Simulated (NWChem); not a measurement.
Everything below was run with NWChem. System: tetrafluoroethylene (C$_{2}$F$_{4}$), charge 0, spin multiplicity 1, at a geometry optimised with PBE/def2-SVP. Level: PBE0/def2-TZVP.

Part of the output:

```
             Northwest Computational Chemistry Package (NWChem) 7.3.0
             --------------------------------------------------------

                                NWChem Input Module
                                -------------------

 Scaling coordinates for geometry "geometry" by  1.889725989
 (inverse scale =  0.529177249)

 Turning off AUTOSYM since
 SYMMETRY directive was detected!

                             Geometry "geometry" -> ""
                             -------------------------

 Output coordinates in angstroms (scale by  1.889725989 to convert to a.u.)

  No.       Tag          Charge          X              Y              Z
 ---- ---------------- ---------- -------------- -------------- --------------
    1 F                    9.0000     1.10942100     0.00000000    -1.39594100
    2 C                    6.0000     0.00000000     0.00000000    -0.67228500
    3 F                    9.0000    -1.10942100     0.00000000    -1.39594100
    4 C                    6.0000     0.00000000     0.00000000     0.67228500
    5 F                    9.0000    -1.10942100     0.00000000     1.39594100
    6 F                    9.0000     1.10942100     0.00000000     1.39594100

 Effective nuclear repulsion energy (a.u.)     242.5437754145

            Nuclear Dipole moment (a.u.)
            ----------------------------
        X                 Y               Z
 ---------------- ---------------- ----------------
     0.0000000000     0.0000000000     0.0000000000

      Symmetry information
      --------------------

 Group name             D2h
 Group number             26
 Group order               8
 No. of unique centers     2

      Symmetry unique atoms

     1    2


 Summary of "ao basis" -> "" (spherical)
 ------------------------------------------------------------------------------
       Tag                 Description            Shells   Functions and Types
 ---------------- ------------------------------  ------  ---------------------
 *                         def2-tzvp                  on all atoms

                                 NWChem DFT Module
                                 -----------------

 Summary of "ao basis" -> "ao basis" (spherical)
 ------------------------------------------------------------------------------
       Tag                 Description            Shells   Functions and Types
 ---------------- ------------------------------  ------  ---------------------
 F                         def2-tzvp                11       31   5s3p2d1f
 C                         def2-tzvp                11       31   5s3p2d1f

 Summary of "ao basis" -> "ao basis" (spherical)
 ------------------------------------------------------------------------------
       Tag                 Description            Shells   Functions and Types
 ---------------- ------------------------------  ------  ---------------------
 F                         def2-tzvp                11       31   5s3p2d1f
 C                         def2-tzvp                11       31   5s3p2d1f

      Symmetry analysis of basis
      --------------------------

        ag         35
        au         13
        b1g        13
        b1u        35
        b2g        28
        b2u        17
        b3g        17
        b3u        28

            General Information
            -------------------
          SCF calculation type: DFT
          Wavefunction type:  closed shell.
          No. of atoms     :     6
          No. of electrons :    48
           Alpha electrons :    24
            Beta electrons :    24
          Charge           :     0
          Spin multiplicity:     1
          Use of symmetry is: on ; symmetry adaption is: on
          Maximum number of iterations: 100
          AO basis - number of functions:   186
                     number of shells:    66
          Convergence on energy requested:  1.00D-06
          Convergence on density requested:  1.00D-05
          Convergence on gradient requested:  5.00D-04

              XC Information
              --------------
                         PBE0 Method XC Functional
                     Hartree-Fock (Exact) Exchange  0.250
          PerdewBurkeErnzerhof Exchange Functional  0.750
[...]
    26 b1u        27 ag         28 b3g        29 b2u        30 b1u
    31 b3u        32 b2g        33 ag         34 b3g

------------------------------------------------------------
EAF file 0: "./mol.aoints.0" size=524288 bytes
------------------------------------------------------------
               write      read    awrite     aread      wait
               -----      ----    ------     -----      ----
     calls:        1         0         0         0         0
   data(b): 5.24e+05  0.00e+00  0.00e+00  0.00e+00
   time(s): 0.00e+00  0.00e+00  0.00e+00  0.00e+00  0.00e+00
rate(mb/s): 0.00e+00  0.00e+00
------------------------------------------------------------

   convergence    iter        energy       DeltaE   RMS-Dens  Diis-err    time
 ---------------- ----- ----------------- --------- --------- ---------  ------
 d= 0,ls=0.0,diis     1   -475.0894796383 -7.18D+02  7.55D-03  1.98D+00     5.4
 d= 0,ls=0.0,diis     2   -474.9712688147  1.18D-01  3.44D-03  3.56D+00     5.8
 d= 0,ls=0.0,diis     3   -475.2588327984 -2.88D-01  7.64D-04  9.05D-02     6.2
 d= 0,ls=0.0,diis     4   -475.2640904068 -5.26D-03  2.21D-04  7.53D-03     6.5
 d= 0,ls=0.0,diis     5   -475.2646141008 -5.24D-04  1.80D-05  1.08D-05     6.9
  Resetting Diis
 d= 0,ls=0.0,diis     6   -475.2646151346 -1.03D-06  3.61D-06  5.30D-07     7.3
 d= 0,ls=0.0,diis     7   -475.2646151801 -4.55D-08  2.37D-07  2.62D-09     7.7

         Total DFT energy =     -475.264615180053
      One electron energy =    -1141.038305881545
           Coulomb energy =      475.440636699623
    Exchange-Corr. energy =      -52.210721412617
 Nuclear repulsion energy =      242.543775414485

 Numeric. integr. density =       47.999997688930

     Total iterative time =      6.4s

                  Occupations of the irreducible representations
                  ----------------------------------------------

                     irrep           alpha         beta
                     --------     --------     --------
                     ag                6.0          6.0
                     au                1.0          1.0
                     b1g               1.0          1.0
                     b1u               5.0          5.0
                     b2g               4.0          4.0
                     b2u               2.0          2.0
                     b3g               1.0          1.0
                     b3u               4.0          4.0

                       DFT Final Molecular Orbital Analysis
                       ------------------------------------

 Vector   22  Occ=2.000000D+00  E=-4.753810D-01  Symmetry=ag
              MO Center= -1.2D-15,  1.4D-16,  3.9D-15, r^2= 3.2D+00
   Bfn.  Coefficient  Atom+Function         Bfn.  Coefficient  Atom+Function
  ----- ------------  ---------------      ----- ------------  ---------------
     8      0.236614  1 F  pz                70      0.236614  3 F  pz
   132     -0.236614  5 F  pz               163     -0.236614  6 F  pz
    11      0.195276  1 F  pz                73      0.195276  3 F  pz
   135     -0.195276  5 F  pz               166     -0.195276  6 F  pz
    39     -0.148141  2 C  pz               101      0.148141  4 C  pz

 Vector   23  Occ=2.000000D+00  E=-4.655238D-01  Symmetry=b2g
              MO Center= -5.7D-15, -4.4D-17, -1.2D-15, r^2= 3.6D+00
   Bfn.  Coefficient  Atom+Function         Bfn.  Coefficient  Atom+Function
  ----- ------------  ---------------      ----- ------------  ---------------
     6      0.187809  1 F  px                 8      0.188075  1 F  pz
    68      0.187809  3 F  px                70     -0.188075  3 F  pz
   130     -0.187809  5 F  px               132     -0.188075  5 F  pz
   161     -0.187809  6 F  px               163      0.188075  6 F  pz
    11      0.155853  1 F  pz                73     -0.155853  3 F  pz

 Vector   24  Occ=2.000000D+00  E=-2.787352D-01  Symmetry=b2u
              MO Center= -4.2D-15, -2.2D-16,  2.2D-15, r^2= 2.0D+00
   Bfn.  Coefficient  Atom+Function         Bfn.  Coefficient  Atom+Function
  ----- ------------  ---------------      ----- ------------  ---------------
    38      0.284656  2 C  py               100      0.284656  4 C  py
    41      0.275540  2 C  py               103      0.275540  4 C  py
     7     -0.170629  1 F  py                69     -0.170629  3 F  py
   131     -0.170629  5 F  py               162     -0.170629  6 F  py
    10     -0.138690  1 F  py                72     -0.138690  3 F  py

 Vector   25  Occ=0.000000D+00  E= 1.983668D-02  Symmetry=b3g
              MO Center= -3.7D-17,  2.2D-18, -8.3D-17, r^2= 1.9D+00
   Bfn.  Coefficient  Atom+Function         Bfn.  Coefficient  Atom+Function
  ----- ------------  ---------------      ----- ------------  ---------------
    44      0.424180  2 C  py               106     -0.424180  4 C  py
    41      0.409163  2 C  py               103     -0.409163  4 C  py
    38      0.374015  2 C  py               100     -0.374015  4 C  py
    13     -0.155175  1 F  py                75     -0.155175  3 F  py
   137      0.155175  5 F  py               168      0.155175  6 F  py

 Vector   26  Occ=0.000000D+00  E= 5.451355D-02  Symmetry=b3u
              MO Center=  5.0D-16, -1.3D-16,  3.6D-16, r^2= 2.7D+00
   Bfn.  Coefficient  Atom+Function         Bfn.  Coefficient  Atom+Function
  ----- ------------  ---------------      ----- ------------  ---------------
    43      0.460031  2 C  px               105      0.460031  4 C  px
     5     -0.382061  1 F  s                 67      0.382061  3 F  s
   129      0.382061  5 F  s                160     -0.382061  6 F  s
    40      0.375814  2 C  px               102      0.375814  4 C  px
    37      0.250351  2 C  px                99      0.250351  4 C  px

 Vector   27  Occ=0.000000D+00  E= 6.009115D-02  Symmetry=ag
              MO Center= -1.0D-14,  4.0D-15, -1.8D-13, r^2= 4.8D+00
   Bfn.  Coefficient  Atom+Function         Bfn.  Coefficient  Atom+Function
  ----- ------------  ---------------      ----- ------------  ---------------
    36      1.324196  2 C  s                 98      1.324196  4 C  s
     5     -0.650855  1 F  s                 67     -0.650855  3 F  s
   129     -0.650855  5 F  s                160     -0.650855  6 F  s
    45     -0.419457  2 C  pz               107      0.419457  4 C  pz
    42     -0.276921  2 C  pz               104      0.276921  4 C  pz

 center of mass
 --------------
 x =   0.00000000 y =   0.00000000 z =   0.00000000

 moments of inertia (a.u.)
 ------------------
         567.557237698628           0.000000000000           0.000000000000
           0.000000000000         901.573379108347           0.000000000000
           0.000000000000           0.000000000000         334.016141409719

     Multipole analysis of the density
     ---------------------------------

     L   x y z        total         alpha         beta         nuclear
     -   - - -        -----         -----         ----         -------
     0   0 0 0     -0.000000    -24.000000    -24.000000     48.000000

     1   1 0 0     -0.000000     -0.000000     -0.000000      0.000000
     1   0 1 0     -0.000000     -0.000000     -0.000000      0.000000
     1   0 0 1      0.000000      0.000000      0.000000      0.000000

     2   2 0 0    -23.829315    -91.030406    -91.030406    158.231497
     2   1 1 0     -0.000000     -0.000000     -0.000000      0.000000
     2   1 0 1      0.000000      0.000000      0.000000      0.000000
     2   0 2 0    -21.842318    -10.921159    -10.921159      0.000000
     2   0 1 1     -0.000000     -0.000000     -0.000000      0.000000
     2   0 0 2    -23.667001   -146.775185   -146.775185    269.883369

 Task  times  cpu:        7.7s     wall:        7.7s

 Total times  cpu:        7.7s     wall:        7.7s
```

Write an NWChem input that would produce this output.

This is not unique; one that fits is 
```
start mol
memory heap 200 mb stack 900 mb global 1100 mb
geometry units angstroms nocenter noautoz
  F      1.109421     0.000000    -1.395941
  C      0.000000     0.000000    -0.672285
  F     -1.109421     0.000000    -1.395941
  C      0.000000     0.000000     0.672285
  F     -1.109421     0.000000     1.395941
  F      1.109421     0.000000     1.395941
  symmetry group D2h
end
basis spherical
  * library def2-tzvp
end
dft
  xc pbe0
  semidirect memsize 60000000 filesize 0
  iterations 100
end
task dft energy
```
